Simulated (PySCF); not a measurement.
Vibration and rotation of AlS

UHF-CCSD(T) constants of AlS, ²Σ⁺ (doublet), unpaired electrons σ ↑ (basis Al def2-SVP, S def2-SVP; no relativity; PySCF 2.14; masses 26.9815 and 31.9721 u):

| Quantity | Value |
| --- | --- |
| ωe | 635.0 cm⁻¹ |
| ωexe | 3.33 cm⁻¹ |
| Be | 0.27579 cm⁻¹ |
| αe | 0.00161 cm⁻¹ |
| D (centrifugal) | 2.08e-07 cm⁻¹ |
| De to Al + S | 3.69 eV |

Task: Give the vibrational terms G(v) and spacings up to v = 6.

Result: G(v) = ωe(v+½) − ωexe(v+½)².

```csv
v,G(v) (cm⁻¹),G(v) − G(v−1),Bv (cm⁻¹)
0,316.7,,0.2750
1,945.0,628.3,0.2734
2,1566.7,621.7,0.2718
3,2181.7,615.0,0.2702
4,2790.1,608.4,0.2685
5,3391.8,601.7,0.2669
6,3986.8,595.0,0.2653
```

Task: How well does the Morse estimate ωe²/(4ωexe) reproduce De, and what is D0?

Result: It gives 3.75 eV, 102 % of the computed De. D0 = De − G(0) = 3.69 − 0.04 = 3.65 eV.

Correlated steps freeze 10 core orbitals. Correlated levels converge slowly with the basis: in double zeta they bind strong bonds too weakly, by up to about 1 eV, and carry superposition errors of some tenths. The state was picked by a PBE0 search and need not be the measured ground state.
